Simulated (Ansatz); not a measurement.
# CH5SSi: vertical and adiabatic energies of changing the electron count from a Python script

Aim: vertical and adiabatic energies of changing the electron count, for CH5SSi, run from a script.

Computed with the Python package of Ansatz 0.2.0. Level of theory: CAM-B3LYP/6-31G*.

**1. The structure**

Bond lengths: C1–Si2 1.777 Å, Si2–S3 2.142 Å, C1–H4 1.154 Å, C1–H5 1.104 Å, C1–H6 1.098 Å, Si2–H7 1.507 Å, S3–H8 1.284 Å. Angles: C1–Si2–S3 107.7°, C1–Si2–H7 111.7°, S3–Si2–H7 109.1°, Si2–C1–H4 109.9°, Si2–C1–H5 114.8°, Si2–C1–H6 115.9°, H4–C1–H5 105.0°, H4–C1–H6 105.8°, H5–C1–H6 104.6°, Si2–S3–H8 97.3°.

The script holds or builds the structure itself.

**2. Script**

adiabatic.py reads:

```python
"""Vertical and adiabatic ionisation of CH5SSi."""

import itertools

import ansatz as az
from ase import Atoms
from ase.data import atomic_numbers, covalent_radii
import numpy as np

BASIS_SET = "6-31G*"
XC = "cam_b3lyp"
NET_CHARGE = 1

atoms = Atoms(["C", "Si", "S", "H", "H", "H", "H", "H"], positions=[
    [-0.5234, 0.7055, -0.4278],
    [1.0191, -0.0897, -0.0461],
    [0.5763, -1.8799, 1.0429],
    [-0.3274, 1.688, -0.9997],
    [-1.1218, 1.0017, 0.4519],
    [-1.218, 0.1286, -1.0526],
    [1.9058, 0.7917, 0.795],
    [-0.2183, -2.403, 0.1806],
])
molecule = az.Crystal.molecule_from_ase(atoms)

calculation = (
    molecule.calculation()
    .basis(gaussian=BASIS_SET)
    .functional(XC)
    .spin("collinear", total=1)
)
symbols = [site.symbol for site in molecule.cartesian_sites]
start = np.array([site.position_ang for site in molecule.cartesian_sites], dtype=float)
summary = calculation.relax(force_tolerance=0.01).run(threads=1, backend="cpu").report
end = np.array(summary["positions_ang"])

minimum = az.Crystal.molecule()
for symbol, place in zip(symbols, end):
    minimum = minimum.atom(symbol, place.tolist())
ion = minimum.calculation()
ion = ion.basis(gaussian=BASIS_SET).functional(XC)
ion = ion.charge(NET_CHARGE)
vertical = ion.run(threads=1, backend="cpu").report
settled = ion.relax(force_tolerance=0.01, max_steps=80).run(threads=1, backend="cpu").report
print(f"vertical ionisation energy   {vertical['free_energy_ev'] - summary['free_energy_ev']:.3f} eV")
print(f"adiabatic, no zero point     {settled['free_energy_ev'] - summary['free_energy_ev']:.3f} eV")
print(f"relaxation energy of the ion {vertical['free_energy_ev'] - settled['free_energy_ev']:.3f} eV")
ionised = np.array(settled["positions_ang"])
# pairs closer than 1.2 times the sum of covalent radii, before or after
radius = [covalent_radii[atomic_numbers[s]] for s in symbols]
span = lambda where, i, j: np.linalg.norm(where[i] - where[j])
bonded = [(i, j) for i, j in itertools.combinations(range(len(symbols)), 2) if min(span(end, i, j), span(ionised, i, j)) < 1.2 * (radius[i] + radius[j])]
print("pair        before    after (A)")
for i, j in bonded:
    print(f"{symbols[i]}{i}-{symbols[j]}{j}".ljust(10), f"{span(end, i, j):8.4f} {span(ionised, i, j):8.4f}")
```

**3. The input behind the calls**

The engine receives this input (first run):

```yaml
crystal:
  periodic: [false, false, false]
  atoms:
    - { symbol: C, position_ang: [-0.5234, 0.7055, -0.4278] }
    - { symbol: Si, position_ang: [1.0191, -0.0897, -0.0461] }
    - { symbol: S, position_ang: [0.5763, -1.8799, 1.0429] }
    - { symbol: H, position_ang: [-0.3274, 1.688, -0.9997] }
    - { symbol: H, position_ang: [-1.1218, 1.0017, 0.4519] }
    - { symbol: H, position_ang: [-1.218, 0.1286, -1.0526] }
    - { symbol: H, position_ang: [1.9058, 0.7917, 0.795] }
    - { symbol: H, position_ang: [-0.2183, -2.403, 0.1806] }
basis:
  gaussian:
    orbitals: "6-31G*"
hamiltonian:
  xc: cam_b3lyp
magnetization:
  spin_polarized: true
  initial_magnetization: 1.0
relax:
  f_tol: 0.01
```

**4. Launch**

Command:

```console
$ python adiabatic.py
```

Q: Predict the main results. Wanted: vertical ionisation energy; adiabatic ionisation energy, no zero point.

As calculated:

| quantity | value |
| --- | --- |
| vertical ionisation energy | 7.886 eV |
| adiabatic ionisation energy, no zero point | 6.861 eV |
| runs compared | 3 |

**Reading.** The ionisation energy is a difference of two total energies at the neutral geometry; letting the ion relax lowers it by 1.03 eV. The dearest, run 3, took some 30 times as long as run 2. Run 1: After 6 moves the largest shift is 0.146 Å, of atom 8 (H). Run 3: The relaxation took 18 moves; the largest shift is 0.536 Å, of atom 2 (Si). Caveats:
- The energies are electronic: no zero-point or thermal terms, and the basis set is short of its limit. The product may relax into another structure.
- The species is open-shell (spin multiplicity 2).
- The spin of the ions was assumed; an unrestricted or higher-spin state can lie lower by tenths of an eV.
